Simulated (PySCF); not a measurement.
Work out the structure from these simulated measurements.

Formula: C4H6O.

| Item | Value |
| --- | --- |
| Triplet | lowest triplet excitation (Tamm–Dancoff): 4.11 eV [TDA CAM-B3LYP/aug-cc-pVTZ] |
| NMR, other nuclei | isotropic shieldings of nuclei other than C and H, by class: 130 (1 O) ppm [GIAO PBE0/pcSseg-2] |
| UV, first state | lowest singlet excitation: 5.73 eV (216 nm, f = 0.055) [TDDFT CAM-B3LYP/aug-cc-pVTZ] |
| UV, strongest line | among the 10 lowest singlet transitions: S3 at 6.18 eV (200 nm, f = 0.636) [TDDFT CAM-B3LYP/aug-cc-pVTZ] |
| Polarisability | 61.0 au [CAM-B3LYP/aug-cc-pVTZ] |
| 1H NMR | chemical shifts (computed TMS as zero) by class: 6.65 (2 H), 4.80 (2 H), 4.32 (2 H) ppm [GIAO PBE0/pcSseg-2] |
| Rotational structure | rotational constants A, B, C: 35.481, 2.537, 2.367 GHz [PBE0-D3(BJ)/def2-TZVP] |
| Dipole | 1.22 D [CAM-B3LYP/aug-cc-pVTZ] |
| 13C NMR | chemical shifts (computed TMS as zero) by class: 162.4 (2 C), 97.3 (2 C) ppm [GIAO PBE0/pcSseg-2] |

Gas-phase values; electronic properties from PySCF, density fitting. Levels stand in brackets. Geometry: PBE0-D3(BJ)/def2-TZVP, one conformer, isolated molecule. NMR values are class means; diastereotopic atoms form classes of their own.

Q: Propose a structure and show how it fits.

A: Numbering: `[CH2:1]=[CH:2][O:3][CH:4]=[CH2:5]`. Its formula, C4H6O, gives 2 degrees of unsaturation: 0 rings and 2 π bonds in the structure found. 4 carbons fall into 2 classes; from least to most shielded: vinylic carbon bearing oxygen [C2/C4] (162.4 ppm, 2 C), terminal =CH2 carbon [C1/C5] (97.3 ppm, 2 C). Hydrogen classes from least to most shielded: 2 H on 2 like atoms (vinylic carbon bearing oxygen), C2/C4 (6.65 ppm), 2 H on 2 terminal =CH2 carbons, C1/C5 (4.80 ppm), 2 H on 2 terminal =CH2 carbons, C1/C5 (4.32 ppm). The other shieldings belong to: 130 ppm, ether oxygen [O3]. The optimised geometry has point group C2v and is an asymmetric top. Structure: vinyl ether, `C=COC=C`. Computed isomers that give other values at the same levels: `C=C=COC` (13C chemical shifts (computed TMS as zero) by class: 222.4 (1 C), 131.8 (1 C), 94.6 (1 C), 61.9 (1 C) ppm); `C/C=C/C=O` (lowest singlet excitation: 3.94 eV (315 nm, f = 0.000)); `C#COCC` (rotational constant A: 12.102 GHz; this holds for the one conformer computed). The assignments are read from this structure; whether some other isomer fits the data as well wasn't checked.

Shape of the structure used: `[CH2:1]=[CH:2][O:3][CH:4]=[CH2:5]`: C1–C2–O3–C4 -179°, C2–O3–C4–C5 179°.
